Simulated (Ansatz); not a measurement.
Correlation energies of FH$_{2}$NSi (`N[Si]F`) by basis set

Z-matrix (Å, degrees):
```
N
Si 1 1.702
H 1 1.008 2 122.2
H 1 1.010 2 125.0 3 -180.0
F 2 1.622 1 98.5 3 -180.0
```

Total charge 0; spin multiplicity 1. The structure was optimised at the PBE0-D4/def2-TZVP level. It is one conformer, not always the lowest. Frozen core, restricted reference, the Gaussian-basis code of Ansatz. CBS rows extrapolate triple and quadruple zeta.

```json
{"basis": "def2-SVP", "HF (Eh)": "-443.82960", "MP2 corr.": "-0.43633"}
{"basis": "def2-TZVPP", "HF (Eh)": "-444.13697", "MP2 corr.": "-0.56478"}
{"basis": "def2-QZVPP", "HF (Eh)": "-444.15391", "MP2 corr.": "-0.61310"}
```

**Question.** Estimate the CCSD correlation energy and the (T) correction in each basis where they were run (hartree).

**Answer.** 
```
     basis  CCSD corr.       (T)
  def2-SVP    -0.45936  -0.01031
def2-TZVPP    -0.58227  -0.02043
def2-QZVPP    -0.62444  -0.02381
 CBS(def2)    -0.65567  -0.02630
```
